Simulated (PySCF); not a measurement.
Compound: C3H7NO (charge -1 and doublet state).
Cartesian coordinates in Å at the GFN2-xTB level; atoms count from 1:
```xyz
12
C3H7NO angstrom
C     -1.3057    0.1616   -0.2424
C     -0.2513   -0.8472    0.2283
N      0.9508   -0.2298    0.7971
C      1.7360    0.5615   -0.1604
O      1.3742    1.7722   -0.4808
H     -1.8129    0.6112    0.6122
H     -2.0508   -0.3009   -0.8931
H     -0.7819    0.9490   -0.7824
H      0.0811   -1.4477   -0.6273
H     -0.6925   -1.5379    0.9718
H      0.6469    0.4282    1.5155
H      2.1073   -0.1209   -0.9644
```

The hyperfine couplings belong to this conformer and change with its torsions.

As a line formula: `CCN[CH][O-]` [radical] (charge -1).

Computed, not measured: PySCF 2.14.0, UKS B3LYP, pcH-1 on C H N O, non-relativistic, mean-field spin-orbit, GIAO. Whether the extra electron is bound in the gas phase wasn't checked; a finite basis holds it in any case. The geometry wasn't refined by DFT: couplings that depend on bond lengths, twists or pyramidal angles can differ widely from those at the functional's own minimum, by a factor of two or more for some ions and for spin on atoms past the first row. The SCF solution wasn't tested for stability.

Q: Predict the first-order ENDOR lines of N3, H9/H10, H12, H11 and H6/H7/H8 under fast tumbling at B = 3336.2 mT (W band).

A: For S = 1/2 in fast tumbling each set of equivalent nuclei gives two lines, ν± = |νn ± a/2| to first order, with νn = g_N μN B/h and μN/h = 7.62259 MHz/T.

| nuclei | isotope | g_N | νn (MHz) | a_iso (MHz) | lower line (MHz) | upper line (MHz) |
| --- | --- | --- | --- | --- | --- | --- |
| N3 | 14N | 0.4038 | 10.27 | 23.71 | 1.59 | 22.12 |
| H9/H10 | 1H | 5.5857 | 142.05 | 5.68 | 139.20 | 144.89 |
| H12 | 1H | 5.5857 | 142.05 | 4.91 | 139.59 | 144.50 |
| H11 | 1H | 5.5857 | 142.05 | 3.44 | 140.33 | 143.76 |
| H6/H7/H8 | 1H | 5.5857 | 142.05 | 1.87 | 141.11 | 142.98 |

Q: Which pairs are centred on the nuclear Larmor frequency, and which on half the coupling?

A: Centred on νn, since |a| < 2νn: H9/H10, H12, H11 and H6/H7/H8. Centred on |a|/2 and split by 2νn: N3.

Means are taken over nuclei equivalent by connectivity, which assumes that they swap fast. The three 1H nuclei of mean +1.9 MHz run from -0.2 to 5.3 MHz in the frozen geometry. The 1H value of +5.7 MHz is a mean of couplings from 2.4 to 9.0 MHz in this one geometry, not an average over conformers.

The largest Mulliken spin populations are on C4 (+0.64) and O5 (+0.30). The angles at C4 add up to 348.1°, so it is slightly pyramidal.
